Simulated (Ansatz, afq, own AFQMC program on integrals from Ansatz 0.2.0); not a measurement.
AlBH, quartet → AlBH, sextet

```yaml
atoms:
  - { symbol: B, position_ang: [0.0000, 0.0000, 0.2519] }
  - { symbol: Al, position_ang: [0.0000, 0.0000, -1.6889] }
  - { symbol: H, position_ang: [0.0000, 0.0000, 1.4370] }
```

Connectivity, by distances: BH–Al.

E(sextet, charge +0) − E(quartet, charge +0) at this geometry, on UHF and UHF determinants.

Basis cc-pVDZ. Only valence electrons are correlated. Integrals, coupled cluster, full CI and functionals: Ansatz 0.2.0; the random walks run on the same integrals in our own AFQMC program. The CISD trial takes its coefficients from CCSD amplitudes. Released means that phaseless walkers are propagated on without the constraint, phases kept. ± is one standard error of the sampling. The errors of all members are added in quadrature.

No full CI on the walks' own integrals is used here; CCSDT(Q) serves as the reference and is uncertain by about the last step of the cluster series. Each member takes its own surest rung, up to full CI.

Errors are counted within cc-pVDZ, not against nature.

Cautions: AlBH (quartet): lower spins were not checked, its ph-AFQMC/CISD value lies 28 ± 8 meV above CCSDT(Q); AlBH (sextet): another spin lies lower, raised T1 diagnostic (T1 0.042, weight of the determinant 0.91, largest double 0.04), full CI with its own frozen core; the upper state may be diffuse, so the gap hangs on the basis; core correlation is missing, and it shifts such a gap most where an s electron is promoted.

| level | vertical spin gap (kJ/mol) |
| --- | --- |
| HF | 480.7 |
| MP2 | 582.1 |

(1) From these cheaper values, estimate the vertical spin gap at the reference level in cc-pVDZ.

(1) 600.0 kJ/mol (CCSDT(Q) in cc-pVDZ).

```csv
level,vertical spin gap (kJ/mol),error against CCSDT(Q) (kJ/mol)
CCSD,588.7,-11.3
CCSD(T),597.5,-2.5
CCSDT,599.0,-1.0
ph-AFQMC/CISD,598.3 ± 0.9,-1.7 ± 0.9
released AFQMC,599.9 ± 1.2,-0.1 ± 1.2
```

Correlation beyond CCSD(T) adds 2.5 kJ/mol. The perturbative (T) step is worth +8.8 kJ/mol.

A walk keeps the symmetry of its determinant, which the program's search chose and which needn't be the lowest solution, so a lower state of the same spin and another symmetry isn't excluded. Released energies are given only where the last usable release times agree within the noise; a slower fall can still hide under it.
